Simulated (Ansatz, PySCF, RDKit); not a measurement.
Noncovalent pair: CH5N (SMILES CN) (first 7 atoms) with CH5N (SMILES CN); geometry from S66by8 set.
(charge 0, multiplicity 1):
```xyz
14

N     -1.5612     0.2363    -0.6432
H     -0.7326    -0.3486    -0.6935
H     -2.2230    -0.1534    -1.3014
C     -2.1212     0.1567     0.7042
H     -3.0153     0.7746     0.7654
H     -2.3853    -0.8505     1.0417
H     -1.4028     0.5640     1.4133
N      1.7322    -0.7297    -0.4672
H      2.0285    -0.4552    -1.3952
H      2.3558    -1.4774    -0.1920
C      1.8925     0.4055     0.4465
H      1.6223     0.0908     1.4521
H      2.8999     0.8272     0.4834
H      1.1999     1.1912     0.1538
```

Counterpoise-corrected where a basis set is named; no monomer relaxation. Rows marked so take none. RDKit's UFF carries no charges.

Correlated levels freeze the cores. Rows in 3-21G, 6-31G* carry no dispersion term and start afresh at each structure (6-31G* with six Cartesian d functions).

Run with Ansatz (Gaussian orbitals); PySCF for 3-21G rows, 6-31G* rows; RDKit for the force fields. 

### Question
One of these levels gives -16.1 kJ/mol for the interaction energy. Which?
A. B3LYP/6-31G* (no counterpoise)
B. SCS-MP2/aug-cc-pVDZ
C. B3LYP/3-21G (no counterpoise)
D. UFF

### Answer
A, B3LYP/6-31G* (no counterpoise). The others give -1.5 (UFF), -26.6 (B3LYP/3-21G (no counterpoise)), -12.4 (SCS-MP2/aug-cc-pVDZ)

Ansatz is a program for electronic structure.
